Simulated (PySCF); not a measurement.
H3Si, multiplicity 2. Atoms are numbered in the order given.

```xyz
4

Si     0.0000     0.0000     0.0803
H      1.2222    -0.7057    -0.3746
H     -1.2222    -0.7057    -0.3746
H      0.0000     1.4113    -0.3746
```
Charge 0, spin multiplicity 2.

Coordinates come from a B3LYP-D3(BJ)/def2-TZVPD optimisation. The isomer is the one that the SMILES or the coordinates give; other isomers of the formula were not compared.

The numbers are results of B3LYP/def2-TZVPD in PySCF, not measurements.

Mulliken values depend strongly on the basis, most of all with diffuse functions as here. Atomic charges (e):

```json
[
 {"atom": "Si1", "meta-Löwdin": "0.23", "Mulliken": "0.16", "Mulliken spin": "0.91"},
 {"atom": "H2", "meta-Löwdin": "-0.08", "Mulliken": "-0.05", "Mulliken spin": "0.03"},
 {"atom": "H3", "meta-Löwdin": "-0.08", "Mulliken": "-0.05", "Mulliken spin": "0.03"},
 {"atom": "H4", "meta-Löwdin": "-0.08", "Mulliken": "-0.05", "Mulliken spin": "0.03"}
]
```
